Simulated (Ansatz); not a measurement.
Relaxation of AlH₃O (5 atoms, charge 0, multiplicity 1), to a largest force component of 0.03 eV/Å in at most 50 steps.

The calculation used RKS BLYP/def2-SVP in Ansatz 0.2.0.

```xyz
5
Properties=species:S:1:pos:R:3
Al 0.163 -0.061 0.177
H 0.692 -0.139 1.630
O 1.787 -0.416 -0.346
H 2.383 -0.523 0.413
H -1.109 0.187 -0.727
```

Q: Where does it end, and by what steps?

A: The forces met the threshold. After 6 steps the energy has fallen by 0.635 eV; H2 moved furthest, 0.61 Å.

| step | energy less start (eV) | largest force component (eV/Å) | accepted |
| --- | --- | --- | --- |
| 0 | 0.0000 | 1.387 | yes |
| 1 | -0.3763 | 0.725 | yes |
| 2 | -0.5447 | 0.319 | yes |
| 3 | -0.6078 | 0.264 | yes |
| 4 | -0.6230 | 0.384 | yes |
| 5 | -0.6342 | 0.075 | yes |
| 6 | -0.6346 | 0.014 | yes |

```xyz
5
Properties=species:S:1:pos:R:3
Al 0.278 -0.082 0.324
H 0.170 -0.022 1.914
O 1.783 -0.417 -0.444
H 2.616 -0.582 0.030
H -0.931 0.150 -0.676
```

Run time: 5.9 s on 1 thread of Arm Neoverse V2, with other jobs on the host, peak memory 0.096 GiB.
